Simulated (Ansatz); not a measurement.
Mulliken charges of `NCSS` from ωB97M-V/def2-TZVPP in Ansatz (PBE0-D4/def2-TZVP geometry).

```tsv
atom	x (Å)	y (Å)	z (Å)	charge (e)
N1	-0.780	1.180	-0.124	-0.273
C2	0.295	0.439	-0.689	-0.135
S3	0.185	-1.406	-0.630	-0.064
S4	-0.006	-1.744	1.370	-0.155
H5	-1.663	0.938	-0.554	0.116
H6	-0.855	0.998	0.870	0.125
H7	1.233	0.721	-0.209	0.138
H8	0.383	0.642	-1.760	0.128
H9	1.298	-1.814	1.707	0.120
```

Q: By hand: the dipole of these point charges (1 e Å = 4.8032 D).

A: Σ q r = (0.237, 0.176, -0.050) e Å, of length 0.299 e Å = 1.44 D.

Q: How does the dipole of the full density compare? (Best estimate.)

A: The calculation gave: (0.083, 0.120, 0.054) e Å, 0.75 D; the point charges give 1.92 times that, at 35° from its direction.

Point charges leave out the atoms' own dipoles, such as those of lone pairs, and Mulliken's split depends on the basis, so the two needn't agree.
